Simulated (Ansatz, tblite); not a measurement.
# AsAsAsAs tetrahedron (As₄): one state, many levels

How do method and basis change the picture of AsAsAsAs tetrahedron (As₄) (singlet)?

Computed with Ansatz 0.2.0, Gaussian basis. Level: as each input shows.

The runs, in order: GFN1-xTB, GFN2-xTB, PBE-D4/def2-TZVP, r2SCAN-D4/def2-TZVP, BLYP-D4/def2-TZVP, LDA/def2-TZVP, LC-ωPBE/def2-TZVP, revPBE-D4/def2-TZVP, B2PLYP/def2-TZVP, B97M-V/def2-TZVP, CAM-B3LYP-D4/def2-TZVP, PBE-D4/def2-SVP, PBE0-D4/def2-SVP, HF/6-31G, B3LYP-D4/6-31G, PBE0-D4/def2-TZVPD, PBE-D4/def2-TZVPD, r2SCAN-D4/def2-TZVPD, CCSD(T)/def2-SVP, MP2/def2-TZVP, RPA/def2-TZVP.

## Step 1: The structure

The singlet was relaxed beforehand with PBE-D4/def2-SVP.

4 atoms, charge 0, spin multiplicity 1.

Bond lengths: As1–As2 2.463 Å, As1–As3 2.463 Å, As1–As4 2.463 Å, As2–As3 2.463 Å, As2–As4 2.463 Å, As3–As4 2.463 Å. Angles: As2–As1–As3 60.0°, As2–As1–As4 60.0°, As3–As1–As4 60.0°, As1–As2–As3 60.0°, As1–As2–As4 60.0°, As3–As2–As4 60.0°, As1–As3–As2 60.0°, As1–As3–As4 60.0°, As2–As3–As4 60.0°, As1–As4–As2 60.0°, As1–As4–As3 60.0°, As2–As4–As3 60.0°.

PBE0-D4/def2-TZVP was run before; its log isn't repeated, and its numbers join the tables.

## Step 2: GFN1-xTB

Tight binding, by tblite at 300 K electronic temperature and without a spin-polarisation term:

```python
tblite.interface.Calculator('GFN1-xTB', numbers, positions, charge=0, uhf=0).singlepoint()
```

Energy -257.8233 eV, HOMO -9.26 eV, LUMO -6.24 eV; 0.037 s.

## Step 3: GFN2-xTB

Tight binding, by tblite at 300 K electronic temperature and without a spin-polarisation term:

```python
tblite.interface.Calculator('GFN2-xTB', numbers, positions, charge=0, uhf=0).singlepoint()
```

Energy -259.0344 eV, HOMO -8.74 eV, LUMO -5.34 eV; 0.004 s.

## Step 4: PBE-D4/def2-TZVP

start.molden holds the orbitals of an earlier run on this state, given as this run's starting guess.

in.yaml

```yaml
crystal:
  periodic: [false, false, false]
  atoms:
    - {symbol: As, position_ang: [1.412639, 0.036887, 0.527116]}
    - {symbol: As, position_ang: [-0.960784, 0.336613, 1.112803]}
    - {symbol: As, position_ang: [-0.147611, 1.006686, -1.113342]}
    - {symbol: As, position_ang: [-0.304235, -1.380176, -0.526567]}
basis:
  gaussian: {orbitals: def2-TZVP, initial_orbitals: start.molden}
hamiltonian: {xc: pbe, dispersion: d4}
scf: {omitted_lower_state_checks: [starts]}
output: {orbitals: {seedname: orbitals}}
```

Command:

```
ansatz run in.yaml --threads 4 --pin off --events-out ev --progress --plain --max-ram 3916MiB
```

After this run come: r2SCAN-D4/def2-TZVP; BLYP-D4/def2-TZVP; LDA/def2-TZVP; LC-ωPBE/def2-TZVP; revPBE-D4/def2-TZVP; B2PLYP/def2-TZVP; B97M-V/def2-TZVP; CAM-B3LYP-D4/def2-TZVP; PBE-D4/def2-SVP; PBE0-D4/def2-SVP; HF/6-31G; B3LYP-D4/6-31G; PBE0-D4/def2-TZVPD; PBE-D4/def2-TZVPD; r2SCAN-D4/def2-TZVPD; CCSD(T)/def2-SVP; MP2/def2-TZVP; RPA/def2-TZVP.

**Question.** What will the summary of the whole plan be? Wanted: gap in def2-TZVP, named functionals, smallest and largest; correlation energy, CCSD(T)/def2-SVP; correlation energy, MP2/def2-TZVP; binding an atom, CCSD(T)/def2-SVP; PBE0 total energy, smallest basis above largest.

**Answer**, as computed:

| quantity | value |
| --- | --- |
| gap in def2-TZVP, named functionals, smallest and largest | 4.09 eV (BLYP-D4), 10.02 eV (LC-ωPBE) |
| correlation energy, CCSD(T)/def2-SVP | -25.58 eV |
| correlation energy, MP2/def2-TZVP | -28.61 eV |
| binding an atom, CCSD(T)/def2-SVP | 1.984 eV |
| PBE0 total energy, smallest basis above largest | 30.19 eV (def2-SVP, def2-TZVPD) |

**Reading.** Over the named functionals in def2-TZVP the gap runs from 4.09 eV (BLYP-D4) to 10.02 eV (LC-ωPBE); exact exchange widens it. A small miss in a minimal or small basis is a cancelling of errors, not accuracy. The functionals in def2-TZVP miss CCSD(T)/def2-SVP by +0.355 (LC-ωPBE) to +1.531 eV (LDA) an atom. The yardstick is in a double-zeta basis, so levels in larger sets aren't compared like for like. CCSD(T)/def2-SVP isn't at the basis-set limit; small misses against it rank nothing.
